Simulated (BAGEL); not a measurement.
**C2H4ClS− (SMILES CS[CH-]Cl) at PBE0/def2-SVP (density fitting with qzvpp-jkfit)**

What is the energy change on altering one bond length of C2H4ClS− at PBE0/def2-SVP (density fitting with qzvpp-jkfit)? 

The calculation is run with BAGEL 1.2.2.

### 1 Starting point

C2H4ClS−: 8 atoms, total charge -1, spin state singlet. SMILES: `CS[CH-]Cl`. The coordinates come from a GFN2-xTB relaxation. This is one conformer, not always the lowest.

Bond lengths: C1–S2 1.833 Å, S2–C3 1.769 Å, C3–Cl4 1.875 Å, C1–H5 1.087 Å, C1–H6 1.086 Å, C1–H7 1.087 Å, C3–H8 1.105 Å. Angles: C1–S2–C3 97.1°, S2–C3–Cl4 109.7°, S2–C1–H5 108.6°, S2–C1–H6 108.4°, S2–C1–H7 108.8°, S2–C3–H8 104.0°, Cl4–C3–H8 101.4°, H5–C1–H6 110.4°, H5–C1–H7 110.8°, H6–C1–H7 109.8°.

### 2 A single-point energy at PBE0/def2-SVP (density fitting with qzvpp-jkfit)

Contents of calc.json:

```json
{ "bagel": [

{
  "title": "molecule",
  "basis": "svp",
  "df_basis": "qzvpp-jkfit",
  "angstrom": "true",
  "geometry": [
    { "atom": "C", "xyz": [       0.233750,       1.143290,      -0.519040 ] },
    { "atom": "S", "xyz": [       1.023390,      -0.457740,      -0.104470 ] },
    { "atom": "C", "xyz": [      -0.264760,      -1.071100,       0.941630 ] },
    { "atom": "Cl", "xyz": [      -1.466110,      -2.095430,      -0.070010 ] },
    { "atom": "H", "xyz": [       0.913030,       1.711230,      -1.150220 ] },
    { "atom": "H", "xyz": [      -0.694040,       0.941630,      -1.046940 ] },
    { "atom": "H", "xyz": [       0.023150,       1.679880,       0.402370 ] },
    { "atom": "H", "xyz": [       0.231580,      -1.851760,       1.546690 ] }
  ]
},

{
  "title": "ks",
  "xc_func": "pbe0",
  "charge": -1
},

{
  "title": "print",
  "file": "orbitals.molden",
  "orbitals": "true"
}

]}
```

Launch:

```
BAGEL_NUM_THREADS=1 BAGEL calc.json > calc.out
```

Output:

```text
* using 1 threads per process

  ===============================================================
  ===============================================================

  *** Geometry ***

  { "atom" : "C", "xyz" : [      0.441723,      2.160505,     -0.980843 ] },
  { "atom" : "S", "xyz" : [      1.933927,     -0.865003,     -0.197420 ] },
  { "atom" : "C", "xyz" : [     -0.500324,     -2.024086,      1.779423 ] },
  { "atom" : "Cl", "xyz" : [     -2.770546,     -3.959789,     -0.132300 ] },
  { "atom" : "H", "xyz" : [      1.725377,      3.233756,     -2.173601 ] },
  { "atom" : "H", "xyz" : [     -1.311546,      1.779423,     -1.978430 ] },
  { "atom" : "H", "xyz" : [      0.043747,      3.174513,      0.760369 ] },
  { "atom" : "H", "xyz" : [      0.437623,     -3.499319,      2.922821 ] },

  Number of auxiliary basis functions:      478

  Since a DF basis is specified, we compute 2- and 3-index integrals:
    o Being stored without compression. Storage requirement is 0.027 GB

  Number of basis functions:       84
  Number of electrons      :       49

    * METHOD: MOLECULE                             0.21

  *** Kohn-Sham DFT ***

    * Removing 14534 points whose weight is below 1.00e-10
    * Grid points: 104714

  === Nuclear Repulsion ===
   197.0418206211

       - DIIS with orbital gradients will be used.

  === KS iteration (pbe0 / svp) ===
      0       -902.14898409          0.12014218           0.44
      1       -858.82500089          0.15845882           0.51
      2       -880.84568070          0.12139323           0.39
      3       -886.03579932          0.18162173           0.39
      4       -935.55360574          0.03116055           0.40
      5       -935.78022409          0.02661726           0.43
      6       -936.17763042          0.00974628           0.40
      7       -936.22544707          0.00665096           0.42
      8       -936.24803114          0.00259795           0.39
      9       -936.25344622          0.00037907           0.39
     10       -936.25351086          0.00014755           0.39
     11       -936.25352275          0.00004385           0.40
     12       -936.25352386          0.00001232           0.41
     13       -936.25352397          0.00000194           0.40
     14       -936.25352397          0.00000100           0.40
     15       -936.25352397          0.00000059           0.40
     16       -936.25352397          0.00000016           0.40
     17       -936.25352397          0.00000004           0.39
     18       -936.25352397          0.00000002           0.39
     19       -936.25352397          0.00000001           0.38
    * SCF iteration converged.

    * Permanent dipole moment:
           (   -0.390935,    -0.402034,     0.667170) a.u.

    * METHOD: KS                                   8.79

    * METHOD: PRINT                                0.03

  ===============================================================
```

Run time: 9.3 s. Hardware: 1 thread of AMD EPYC 7B13 (Zen 3), shared host; peak memory 0.43 GiB.

### 3 The distorted shape at the same level

Contents of job.json:

```json
{ "bagel" : [

{
  "title" : "molecule",
  "basis" : "svp",
  "df_basis" : "qzvpp-jkfit",
  "angstrom" : true,
  "geometry" : [
    { "atom" : "C", "xyz" : [   -0.014429,    1.533633,   -0.821580 ] },
    { "atom" : "S", "xyz" : [    0.775211,   -0.067397,   -0.407010 ] },
    { "atom" : "C", "xyz" : [   -0.512939,   -0.680757,    0.639090 ] },
    { "atom" : "Cl", "xyz" : [   -1.714289,   -1.705087,   -0.372550 ] },
    { "atom" : "H", "xyz" : [    0.664851,    2.101573,   -1.452760 ] },
    { "atom" : "H", "xyz" : [   -0.942219,    1.331973,   -1.349480 ] },
    { "atom" : "H", "xyz" : [   -0.225029,    2.070223,    0.099830 ] },
    { "atom" : "H", "xyz" : [    0.231580,   -1.851760,    1.546690 ] }
  ]
},
{ "title" : "ks", "xc_func" : "pbe0", "charge" : -1 },
{ "title" : "print", "file" : "orbitals.molden", "orbitals" : true }

]}
```

Launch:

```
BAGEL_NUM_THREADS=1 BAGEL job.json > job.out
```

Output:

```text
* using 1 threads per process

  ===============================================================
  ===============================================================

  *** Geometry ***

  { "atom" : "C", "xyz" : [     -0.027267,      2.898146,     -1.552561 ] },
  { "atom" : "S", "xyz" : [      1.464936,     -0.127362,     -0.769137 ] },
  { "atom" : "C", "xyz" : [     -0.969314,     -1.286444,      1.207705 ] },
  { "atom" : "Cl", "xyz" : [     -3.239537,     -3.222147,     -0.704017 ] },
  { "atom" : "H", "xyz" : [      1.256386,      3.971397,     -2.745319 ] },
  { "atom" : "H", "xyz" : [     -1.780536,      2.517064,     -2.550148 ] },
  { "atom" : "H", "xyz" : [     -0.425243,      3.912154,      0.188651 ] },
  { "atom" : "H", "xyz" : [      0.437623,     -3.499319,      2.922821 ] },

  Number of auxiliary basis functions:      478

  Since a DF basis is specified, we compute 2- and 3-index integrals:
    o Being stored without compression. Storage requirement is 0.027 GB

  Number of basis functions:       84
  Number of electrons      :       49

    * METHOD: MOLECULE                             0.22

  *** Kohn-Sham DFT ***

    * Removing 14082 points whose weight is below 1.00e-10
    * Grid points: 105166

  === Nuclear Repulsion ===
   194.8607271563

       - DIIS with orbital gradients will be used.

  === KS iteration (pbe0 / svp) ===
      0       -902.10117551          0.11570026           0.47
      1       -859.38903602          0.15912050           0.52
      2       -879.85471441          0.11547239           0.40
      3       -887.48662912          0.17899007           0.41
      4       -933.17277836          0.05143924           0.44
      5       -934.99535566          0.03983527           0.51
      6       -936.12195603          0.00909837           0.40
      7       -936.13536644          0.00816327           0.42
      8       -936.18505998          0.00221506           0.42
      9       -936.18811967          0.00052260           0.40
     10       -936.18824220          0.00025920           0.41
     11       -936.18827980          0.00002746           0.41
     12       -936.18828029          0.00001051           0.42
     13       -936.18828040          0.00000571           0.40
     14       -936.18828043          0.00000430           0.40
     15       -936.18828044          0.00000118           0.41
     16       -936.18828044          0.00000057           0.38
     17       -936.18828044          0.00000021           0.39
     18       -936.18828044          0.00000007           0.38
     19       -936.18828044          0.00000003           0.37
     20       -936.18828044          0.00000002           0.38
     21       -936.18828044          0.00000002           0.37
     22       -936.18828044          0.00000000           0.38
    * SCF iteration converged.

    * Permanent dipole moment:
           (   -0.177673,    -0.850711,     1.152394) a.u.

    * METHOD: KS                                  10.18

    * METHOD: PRINT                                0.03

  ===============================================================
```

It took 11 s on 1 thread of AMD EPYC 7B13 (Zen 3), shared host; peak memory 0.43 GiB.

### 4 Summary of results

Level: PBE0/def2-SVP (density fitting with qzvpp-jkfit).

| quantity | value |
| --- | --- |
| first shape: total energy | -936.25352 Eh |
| first shape: HOMO energy | 0.97 eV |
| first shape: LUMO energy | 6.38 eV |
| first shape: HOMO–LUMO gap (to an unbound level, set by the basis) | 5.41 eV |
| distorted shape: total energy | -936.18828 Eh |
| distorted shape: HOMO energy | 0.55 eV |
| distorted shape: LUMO energy | 5.19 eV |
| distorted shape: HOMO–LUMO gap (to an unbound level, set by the basis) | 4.64 eV |
| energy change with the C3–H8 bond stretched from 1.105 to 1.658 Å | 1.775 eV |

In words: With the C3–H8 bond stretched from 1.105 to 1.658 Å the energy rises by 1.78 eV (41 kcal/mol). The first shape isn't relaxed at this level, so the change isn't measured from a minimum. The HOMO (first shape) lies at positive energy, 0.97 eV; only total energies tell whether the electron is bound. The HOMO (distorted shape) lies at positive energy, 0.55 eV; only total energies tell whether the electron is bound.
